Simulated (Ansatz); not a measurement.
This geometry of AlClFH (4 atoms, charge 0, multiplicity 1) is a first-order saddle point.

All numbers below come from Ansatz 0.2.0, RKS PBE-D4/def2-SVP.

```xyz
4
Properties=species:S:1:pos:R:3
Al 0.017 0.511 -0.404
F 0.529 -1.092 0.476
H 1.313 -0.639 -0.386
Cl -1.859 1.221 0.314
```

Problem. Which two structures does it join? (They come from a converged band through this point; their orientation in space is the band's.)

Solution. Bonds broken: Al1–H3. Bonds formed: F2–H3. AlClFH becomes AlCl + FH.

Initial state:

```xyz
4
Properties=species:S:1:pos:R:3
Al 0.102 -0.060 -0.043
F 0.424 -1.006 1.298
H 1.056 -0.127 -1.296
Cl -1.582 1.193 0.041
```

Final state:

```xyz
4
Properties=species:S:1:pos:R:3
Al -0.365 0.741 -0.923
F 0.779 -0.838 0.479
H 1.464 -1.045 -0.135
Cl -1.878 1.142 0.578
```

Problem. How far does it lie above each of them?

Solution. 2.77 eV above the first and 0.53 eV above the second. This is the barrier of this one path; another mechanism may lie lower. The orbitals stay closed-shell, which can raise the energy where a bond breaks towards radicals; this wasn't checked here.

Time of the run: 62 s on 1 thread of Arm Neoverse V2, with other jobs on the host, peak memory 0.1 GiB.
